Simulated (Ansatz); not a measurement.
Diamond was calculated with PBE (plane waves, PAW; Ansatz, an electronic-structure program).

Run with plane-wave cutoff 520 eV, 16×16×16 k mesh, perturbation theory, scalar-relativistic PAW data made under PBE.

The cell has the measured lattice: a = b = c = 3.567 Å, α = β = γ = 90.00°.

### Question
Give the computed high-frequency dielectric constant and zone-centre TO phonon frequency.

### Answer

high-frequency dielectric constant: 5.84
zone-centre TO phonon frequency: 1295 cm⁻¹

Measured, for comparison: high-frequency dielectric constant 5.7 (300 K, not corrected to a static lattice, our sources range from 5.50 to 5.70; as tabulated in Skelton et al. (2020), arXiv:2005.00277); zone-centre TO phonon frequency 1333 cm⁻¹ (low temperature, zero-point motion not removed; as tabulated in Kunc et al. (2003), arXiv:cond-mat/0304692). Computed (rounded) less measured: high-frequency dielectric constant +2 % (+2 % to +6 % over the range), zone-centre TO phonon frequency -3 %.

Note: the cell isn't this level's own, so it is under some stress, which shifts stiffness and frequencies.
